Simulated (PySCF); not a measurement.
Potential energy curve for BeH, doublet.

- UHF/cc-pVDZ (PySCF)
- UCCSD = CCSD on UHF/cc-pVDZ (PySCF)
- UMP2 = MP2 on UHF/cc-pVDZ (PySCF)
- ROKS-B3LYP = restricted open-shell B3LYP/cc-pVDZ in PySCF

Energies are in kcal/mol, each relative to the lowest point of its own curve near equilibrium.

| R / Å | UHF | UCCSD | UMP2 | ROKS-B3LYP |
|---|---|---|---|---|
| 1.02 | 31.6 | 31.2 | 31.0 | 30.1 |
| 1.07 | 21.0 | 20.7 | 20.5 | 19.9 |
| 1.14 | 10.6 | 10.5 | 10.3 | 10.0 |
| 1.22 | 3.6 | 3.7 | 3.5 | 3.4 |
| 1.27 | 1.3 | 1.4 | 1.3 | 1.2 |
| 1.32 | 0.2 | 0.2 | 0.2 | 0.2 |
| 1.36 | 0.0 | 0.0 | 0.0 | 0.0 |
| 1.38 | 0.1 | 0.1 | 0.1 | 0.1 |
| 1.45 | 1.4 | 1.2 | 1.4 | 1.3 |
| 1.51 | 3.4 | 3.0 | 3.4 | 3.2 |
| 1.59 | 7.0 | 6.3 | 7.0 | 6.5 |
| 1.70 | 13.1 | 11.8 | 13.1 | 12.1 |
| 1.85 | 22.3 | 20.0 | 22.6 | 20.8 |
| 2.01 | 31.2 | 28.3 | 33.1 | 30.2 |
| 2.25 | 40.3 | 37.9 | 44.8 | 42.7 |
| 2.43 | 44.1 | 42.2 | 49.4 | 48.8 |
| 2.72 | 47.1 | 44.9 | 52.4 | 53.1 |
| 2.99 | 48.2 | 45.5 | 53.0 | 54.6 |
| 3.31 | 48.7 | 45.4 | 52.9 | 55.4 |
| 3.64 | 48.8 | 45.3 | 52.6 | 55.7 |
| 4.04 | 48.9 | 45.2 | 52.3 | 55.8 |
| 4.69 | 48.9 | 45.2 | 52.2 | 55.9 |
| 5.42 | 48.9 | 45.2 | 52.2 | 55.9 |

At the longest distance, 5.42 Å, ROKS-B3LYP lies highest above its minimum (55.9 kcal/mol) and UCCSD lowest (45.2 kcal/mol).

The unrestricted determinant behind UHF, UCCSD, UMP2 is spin-contaminated at 2.01 to 5.42 Å (<S²> up to 1.0, against 0.75 for a pure doublet).
